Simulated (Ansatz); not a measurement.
Geometry optimisation, RKS B3LYP/6-31G* (Ansatz 0.2.0).

Input:

```yaml
crystal:
  periodic: [false, false, false]
  atoms:
    - { symbol: C, position_ang: [-2.5503, 0.6254, 1.3386] }
    - { symbol: C, position_ang: [-1.6983, 0.0414, 0.8455] }
    - { symbol: O, position_ang: [-0.7329, -0.6636, 0.3021] }
    - { symbol: C, position_ang: [0.4484, 0.1831, -0.1028] }
    - { symbol: C, position_ang: [1.598, -0.7077, -0.361] }
    - { symbol: O, position_ang: [0.0481, 0.8852, -1.2966] }
    - { symbol: H, position_ang: [-3.3761, 1.2287, 1.752] }
    - { symbol: H, position_ang: [0.6537, 0.9265, 0.6712] }
    - { symbol: H, position_ang: [1.3921, -1.4361, -1.0703] }
    - { symbol: H, position_ang: [2.4449, -0.0992, -0.6679] }
    - { symbol: H, position_ang: [1.871, -1.2358, 0.5887] }
    - { symbol: H, position_ang: [-0.0216, 0.1968, -1.9654] }
basis:
  gaussian: { orbitals: "6-31G*" }
hamiltonian:
  xc: b3lyp
relax:
  f_tol: 0.015
  max_steps: 40
```

Command:

```bash
$ ansatz run input.yaml --threads 2 --pin off --max-ram 3072MiB --backend cpu --events-out ev --progress --plain --runs-dir out
```

Where does it end, and by what steps?

The forces met the threshold. After 9 steps the energy has fallen by 0.496 eV; O3 moved furthest, 0.16 Å.

```
step  energy less start (eV)  largest force component (eV/Å)  accepted
   0                  0.0000                           7.103       yes
   1                 -0.4497                           0.869       yes
   2                 -0.4874                           0.359       yes
   3                 -0.4760                           0.621        no
   4                 -0.4952                           0.098       yes
   5                 -0.4949                           0.137        no
   6                 -0.4959                           0.031       yes
   7                 -0.4960                           0.051       yes
   8                 -0.4961                           0.026       yes
   9                 -0.4962                           0.011       yes
```

```xyz
12
Properties=species:S:1:pos:R:3
C -2.626 0.629 1.323
C -1.661 0.067 0.864
O -0.629 -0.592 0.399
C 0.470 0.227 -0.120
C 1.615 -0.743 -0.343
O 0.084 0.922 -1.258
H -3.483 1.125 1.710
H 0.699 0.988 0.630
H 1.320 -1.513 -1.065
H 2.481 -0.202 -0.733
H 1.892 -1.239 0.591
H -0.084 0.274 -1.964
```

Time of the run: 28 s on 2 threads of Arm Neoverse V1, with other jobs on the host, peak memory 0.22 GiB.
